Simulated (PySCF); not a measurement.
Compound: diacetylene, C₄H₂.
Structure used (BHandHLYP/def2-TZVP), in Å, numbered top down from 1:
```
atom  x, y, z in Å
C1     1.5887    0.9190   -0.2618
C2     0.5800    0.3349   -0.0156
C3    -0.5786   -0.3347    0.2665
C4    -1.5877   -0.9182    0.5124
H5     2.4826    1.4365   -0.4800
H6    -2.4818   -1.4355    0.7303
```

Method: BHandHLYP/def2-TZVP geometry optimisation, gas phase (PySCF).

Masses are those of the commonest isotopes; rigid-rotor values at the optimised geometry. 

Question: What are the moment of inertia and the rotational constant?

Answer: I = 112.921 u·Å², B = 505379 MHz·u·Å²/I = 4476 MHz (0.1493 cm⁻¹, or 0.215 K as hB/k).

Question: List the first levels of a rigid rotor in a Σ state.

Answer: E(J) = BJ(J+1): J = 1: 0.299, J = 2: 0.896, J = 3: 1.791, J = 4: 2.986, J = 5: 4.479, J = 6: 6.270 cm⁻¹.

Question: Has it a pure rotational spectrum?

Answer: Not by electric dipole: D∞h allows no dipole (computed 0.00 D). Rotational Raman lines (ΔJ = 2) lie at B(4J + 6), spaced by 4B = 0.597 cm⁻¹, with nuclear-spin weights that differ between even and odd J.

Question: Estimate the classical rotational partition function at 25 K, 50 K and 298.15 K.

Answer: Point group D∞h, symmetry number σ = 2; q = kT/(σhB), k/h = 20836.6 MHz/K: 58.2 at 25 K, 116 at 50 K, 694 at 298.15 K.

Not checked by BHandHLYP/def2-TZVP frequencies. Constants of a rigid frame at the computed geometry: no zero-point averaging, no centrifugal distortion.
